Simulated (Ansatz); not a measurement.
Geometry optimisation, RKS B3LYP-D4/def2-SVP (Ansatz 0.2.0).

input.yaml

```yaml
crystal:
  periodic: [false, false, false]
  atoms:
    - { symbol: Al, position_ang: [0.029227, 0.41041, -0.044128] }
    - { symbol: Cl, position_ang: [-0.149306, 0.557888, 2.151592] }
    - { symbol: H, position_ang: [1.47317, 0.596903, -0.643989] }
    - { symbol: H, position_ang: [-1.32281, 0.389955, -0.84674] }
    - { symbol: "N", position_ang: [0.105306, -2.518215, 0.958346] }
    - { symbol: H, position_ang: [-0.58005, -3.257087, 0.788361] }
    - { symbol: H, position_ang: [1.003944, -2.96417, 1.151496] }
    - { symbol: H, position_ang: [-0.172282, -1.998182, 1.813961] }
basis:
  gaussian: { orbitals: def2-SVP }
hamiltonian:
  xc: b3lyp
  dispersion: d4
relax:
  f_tol: 0.03
  max_steps: 50
```

Launched with:

```bash
$ ansatz run input.yaml --threads 1 --pin off --max-ram 2048MiB --backend cpu --events-out ev --progress --plain --runs-dir out
```

Task: Where does it end, and by what steps?

Result: It converged. After 7 steps the energy has fallen by 0.992 eV; H6 moved furthest, 0.67 Å. Joined: Al1–N5 (3.10 → 2.07 Å).

```json
{"step": "0", "energy less start (eV)": "0.0000", "largest force component (eV/Å)": "1.033", "accepted": "yes"}
{"step": "1", "energy less start (eV)": "-0.2840", "largest force component (eV/Å)": "0.689", "accepted": "yes"}
{"step": "2", "energy less start (eV)": "-0.6604", "largest force component (eV/Å)": "0.823", "accepted": "yes"}
{"step": "3", "energy less start (eV)": "-0.9119", "largest force component (eV/Å)": "0.681", "accepted": "yes"}
{"step": "4", "energy less start (eV)": "-0.9156", "largest force component (eV/Å)": "1.453", "accepted": "yes"}
{"step": "5", "energy less start (eV)": "-0.9877", "largest force component (eV/Å)": "0.223", "accepted": "yes"}
{"step": "6", "energy less start (eV)": "-0.9904", "largest force component (eV/Å)": "0.075", "accepted": "yes"}
{"step": "7", "energy less start (eV)": "-0.9917", "largest force component (eV/Å)": "0.019", "accepted": "yes"}
```

```xyz
8
Properties=species:S:1:pos:R:3
Al 0.031 -0.117 0.227
Cl -0.175 0.751 2.205
H 1.466 0.044 -0.437
H -1.293 -0.111 -0.652
N 0.085 -2.083 0.884
H -0.572 -2.704 0.406
H 1.016 -2.504 0.818
H -0.170 -2.058 1.877
```

Run time: 20 s on 1 thread of Arm Neoverse V2, with other jobs on the host, peak memory 0.16 GiB.
